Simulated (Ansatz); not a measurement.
Input file:

```yaml
crystal:
  periodic: [false, false, false]
  atoms:
    - {symbol: Ge, position_ang: [0.000000, -0.006202, 0.321237]}
    - {symbol: O, position_ang: [0.000000, -0.053405, -1.533248]}
    - {symbol: H, position_ang: [0.000000, 1.294710, 1.186935]}
basis:
  gaussian: {orbitals: cc-pVDZ}
magnetization: {spin_polarized: false, initial_magnetization: 3}
correlation: {method: fic_mrcisd_q, electrons: outside_noble_gas, active_space: {window: {electrons: 5, orbitals: 5}}}
```

```sh
$ ansatz run in.yaml --threads 1 --pin off --events-out ev --progress --plain --max-ram 2393MiB
```

Log:

```
500 factors; integrals over basis functions are off by at most 1.2e-3 eV
mean field evaluation 1: about -58520.9803 eV, gradient 1.5e1 eV
mean field evaluation 2: about -58520.9953 eV, gradient 1.5e1 eV
mean field evaluation 4: about -58522.3004 eV, gradient 2.9e0 eV
mean field evaluation 8: about -58522.4050 eV, gradient 5.2e-1 eV
mean field evaluation 16: about -58522.4226 eV, gradient 5.7e-2 eV
mean field evaluation 32: about -58522.4401 eV, gradient 8.2e-1 eV
mean field evaluation 64: about -58522.4227 eV, gradient 2.1e-2 eV
mean field evaluation 96: about -58522.4762 eV, gradient 1.6e-1 eV
mean field evaluation 128: about -58522.4227 eV, gradient 8.4e-4 eV
mean field evaluation 160: about -58522.4159 eV, gradient 3.1e-1 eV
mean field -58522.50779496 eV, -2150.6624934843 hartree, gradient 2.4e-6 eV, S^2 3.750000; 8 other end points of the search recorded, 0 dependent functions left out
reference -58522.50779496 eV, -2150.6624934843 hartree; 22, 19 occupied and 24, 27 virtual orbitals, 500 factors
state -58523.14247596 eV, -2150.6858175810 hartree
contracted CI cycle   1: correlation 0.00000000 eV, 0.0000000000 hartree, residual 2.33e1 eV
contracted CI cycle   2: correlation -5.16767865 eV, -0.1899086875 hartree, residual 3.86e0 eV
contracted CI cycle   3: correlation -5.37901224 eV, -0.1976750538 hartree, residual 1.19e0 eV
contracted CI cycle   4: correlation -5.40297757 eV, -0.1985557636 hartree, residual 4.38e-1 eV
contracted CI cycle   5: correlation -5.40696865 eV, -0.1987024327 hartree, residual 1.99e-1 eV
contracted CI cycle   6: correlation -5.40771989 eV, -0.1987300404 hartree, residual 8.03e-2 eV
contracted CI cycle   7: correlation -5.40784134 eV, -0.1987345037 hartree, residual 3.36e-2 eV
contracted CI cycle   8: correlation -5.40786153 eV, -0.1987352458 hartree, residual 1.34e-2 eV
contracted CI cycle   9: correlation -5.40786486 eV, -0.1987353681 hartree, residual 5.95e-3 eV
contracted CI cycle  10: correlation -5.40786560 eV, -0.1987353951 hartree, residual 3.12e-3 eV
contracted CI cycle  11: correlation -5.40786581 eV, -0.1987354030 hartree, residual 1.77e-3 eV
contracted CI cycle  12: correlation -5.40786588 eV, -0.1987354054 hartree, residual 8.82e-4 eV
state -58523.14247596 eV, -2150.6858175810 hartree; corrected -58528.98113345 eV, -2150.9003842860 hartree
Total energy: -58528.98113345 eV, -2150.9003842860 hartree
```

Ran on 1 thread of Arm Neoverse V1, shared host: 5 s wall, 0.23 GiB peak host memory.
